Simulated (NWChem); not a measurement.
All runs are NWChem calculations. System: H$_{2}$Si, charge 0, spin multiplicity 3, at a geometry optimised with UB3LYP/def2-SVP. The structure started from a generated list of species. Its SCF solution wasn't tested for a lower state. Level: UMP2/def2-TZVP, 5 core orbitals frozen.

Job file:

```
start mol
memory heap 200 mb stack 900 mb global 1100 mb
geometry units angstroms nocenter noautoz
  Si     0.000000     0.000000    -0.095091
  H      1.286679     0.000000     0.665639
  H     -1.286679     0.000000     0.665639
  symmetry group C2v
end
basis spherical
  * library def2-tzvp
end
scf
  uhf
  nopen 2
  maxiter 100
  thresh 1e-7
  semidirect memsize 60000000 filesize 0
  # guess.movecs holds the orbitals of an unrestricted PBE0 run
  vectors input guess.movecs output mol.movecs
end
mp2
  freeze core 5
end
task mp2 energy
```

Output (cleaned and shortened):

```
             Northwest Computational Chemistry Package (NWChem) 7.3.0
             --------------------------------------------------------

                                NWChem Input Module
                                -------------------

 Scaling coordinates for geometry "geometry" by  1.889725989
 (inverse scale =  0.529177249)

 Turning off AUTOSYM since
 SYMMETRY directive was detected!

                             Geometry "geometry" -> ""
                             -------------------------

 Output coordinates in angstroms (scale by  1.889725989 to convert to a.u.)

  No.       Tag          Charge          X              Y              Z
 ---- ---------------- ---------- -------------- -------------- --------------
    1 Si                  14.0000     0.00000000     0.00000000    -0.09509100
    2 H                    1.0000     1.28667900     0.00000000     0.66563900
    3 H                    1.0000    -1.28667900     0.00000000     0.66563900

 Effective nuclear repulsion energy (a.u.)      10.1183610426

            Nuclear Dipole moment (a.u.)
            ----------------------------
        X                 Y               Z
 ---------------- ---------------- ----------------
     0.0000000000     0.0000000000     0.0000075589

      Symmetry information
      --------------------

 Group name             C2v
 Group number             16
 Group order               4
 No. of unique centers     2

      Symmetry unique atoms

     1    2


 Summary of "ao basis" -> "" (spherical)
 ------------------------------------------------------------------------------
       Tag                 Description            Shells   Functions and Types
 ---------------- ------------------------------  ------  ---------------------
 *                         def2-tzvp                  on all atoms

 Summary of "ao basis" -> "ao basis" (spherical)
 ------------------------------------------------------------------------------
       Tag                 Description            Shells   Functions and Types
 ---------------- ------------------------------  ------  ---------------------
[...]
  AO/Fock/Back tols     =   1.0D-09  1.0D-09  1.0D-09

 GA uses MA = F    GA memory limited = T

 Available:
  local mem=  1.26D+08
 global mem=  1.44D+08
 local disk=  0.00D+00
  mp2_memr nvloc                    40
  nvloc new                    40
   1 passes of   4:        3145728                      12894                    670572.
   1 passes of   4: M    126152897           G      144174398           F     123007169.

 Semi-direct pass number   1 of   1  for UHF alpha       at        0.3s
  vrange nnbf                  1225
  mp2_eaftype                    10  avail_ma_in_mb                  1099
 EAF : mp2_eaftype filesize          10     335286.
  mp2_eaf for mointskh                     10
Node 0 wrote      1.6 Mb in      0.0 s     Agg I/O rate:  2102.3 Mb/s
 Done moints_semi at        0.7s
  mp2_eaftype                    10  avail_ma_in_mb                  1089
 EAF : mp2_eaftype filesize          10     335286.
  mp2_eaf for kh                    10
 Done maket at        0.7s
 Done multipass loop at        0.7s

 GA uses MA = F    GA memory limited = T

 Available:
  local mem=  1.26D+08
 global mem=  1.44D+08
 local disk=  0.00D+00
  mp2_memr nvloc                    42
  nvloc new                    42
   1 passes of   2:        3145728                       9096                    354032.
   1 passes of   2: M    126152897           G      144174398           F     123007169.

 Semi-direct pass number   1 of   1  for UHF beta        at        0.7s
  vrange nnbf                  1225
  mp2_eaftype                    10  avail_ma_in_mb                  1099
 EAF : mp2_eaftype filesize          10     177016.
  mp2_eaf for mointskh                     10
Node 0 wrote      0.8 Mb in      0.0 s     Agg I/O rate:  2287.7 Mb/s
 Done moints_semi at        1.0s
  mp2_eaftype                    10  avail_ma_in_mb                  1089
 EAF : mp2_eaftype filesize          10     177016.
  mp2_eaf for kh                    10
 Done maket at        1.0s
 Done multipass loop at        1.0s

          -------------------------------------------
          SCF energy                -290.019148751622
          Correlation energy          -0.083578263302
          Singlet pairs                0.000000000000
          Triplet pairs                0.000000000000
          Total MP2 energy          -290.102727014923
          -------------------------------------------

          ---------------------------------------------------
                    Spin Component Scaled (SCS) MP2
          Same spin pairs                     -0.014860528861
          Same spin scaling factor             0.333333333333
          Opposite spin pairs                 -0.068717734441
          Opposite spin scaling fact.          1.200000000000
          SCS-MP2 correlation energy          -0.087414790950
          Total SCS-MP2 energy              -290.106563542571
          ---------------------------------------------------

 -----------------------
 Performance information
 -----------------------

 Timer overhead =  1.55D-07 seconds/call

               Nr. of calls         CPU time (s)                 Wall time (s)                GFlops
             ---------------    -------------------     ------------------------------   -------------------
Name         Min   Avg   Max    Min     Avg     Max     Min     Avg     Max   Mx/calls   Min     Max     Sum
mp2: moin     2     2     2   0.71    0.71    0.71     0.71    0.71    0.71    0.35      0.0     0.0     0.0
mp2: make     2     2     2   1.21E-2 1.21E-2 1.21E-2  1.21E-2 1.21E-2 1.21E-2 6.04E-3   0.0     0.0     0.0
mp2: tota     1     1     1   0.77    0.77    0.77     0.77    0.77    0.77    0.77      0.0     0.0     0.0

 The average no. of pstat calls per process was 5.00D+00
 with a timing overhead of 7.77D-07s

 Task  times  cpu:        1.0s     wall:        1.0s

 Total times  cpu:        1.0s     wall:        1.0s
```
